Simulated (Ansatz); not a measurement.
A made-up structure of CH₂BS, doublet:

```
5
angstrom
C 0.3938 -0.5525 0.4049
B -0.3399 0.4769 -0.3494
S 1.2911 -1.8112 1.3271
H -0.5183 1.5322 0.0713
H -0.7708 0.2765 -1.3966
```

It is relaxed with PBE-D4/def2-SVP and then PBE0-D4/def2-TZVP (Ansatz 0.2.0). Atoms count as bonded within 1.22 times the sum of their covalent radii (H–H: 0.88 Å). The end point is not checked to be a true minimum.

**Question.** Does its bonding change? (Judge from chemistry; the calculation decides.)

**Answer.** Computed: No: no bond forms or breaks.

Where it ends: The first stage lowers the energy by 1.09 eV in 6 steps. It ends as CH₂BS ([BH2][C][S]):
| atom | x (Å) | y (Å) | z (Å) |
| --- | --- | --- | --- |
| C1 | 0.4078 | -0.5723 | 0.4194 |
| B2 | -0.3176 | 0.4451 | -0.3261 |
| S3 | 1.1739 | -1.6468 | 1.2066 |
| H4 | -0.4685 | 1.5226 | 0.1675 |
| H5 | -0.7399 | 0.1732 | -1.4101 |

Labels in which every atom is bracketed show which atoms are joined, not bond orders.

For scale, one of the runs: PBE0-D4/def2-TZVP relaxation, 111 basis functions, launched by `ansatz run in.yaml --threads 2 --pin off --events-out ev --progress --plain --max-ram 4352MiB`. The run took about 13 s on 2 CPU threads of an Intel Xeon Platinum 8259CL (shared host).
